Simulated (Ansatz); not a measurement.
System: hexagonal BN. Method: G0W0@HSE06 (Ansatz, an electronic-structure program, hard PAW, contour deformation).

The cell has the measured lattice parameters. Conventional cell: a = 2.5040 Å, b = 2.5040 Å, c = 6.6612 Å, α = 90.00°, β = 90.00°, γ = 120.00°.

The quasiparticle gap at Γ at a fixed k mesh 6×6×2:

```
response cutoff          value (eV)
-----------------------  ----------
150 eV, 277 empty bands       8.669
200 eV, 427 empty bands       8.803
250 eV, 596 empty bands       8.882
300 eV, 784 empty bands       8.931
```

Problem. Taking the value to converge with the response cutoff E as E^(−3/2), extrapolate from the last two rows.

Solution. With y = y∞ + c/w and weights w = 3953 and 5196 for the last two rows, y∞ = (w2 y2 − w1 y1)/(w2 − w1) = (5196 × 8.931 − 3953 × 8.882)/1243 = 9.087 eV, which lies 0.156 beyond the last row. Successive pairs of rows give 9.051, 9.081, 9.087. The limit also hangs on the law assumed, so its last digits aren't firm.

The other settings are not extrapolated, so this is the limit in one setting alone.

The smallest gap on this mesh is 6.71 eV, away from Γ.

Note: GW on a hybrid start was not checked against another program.
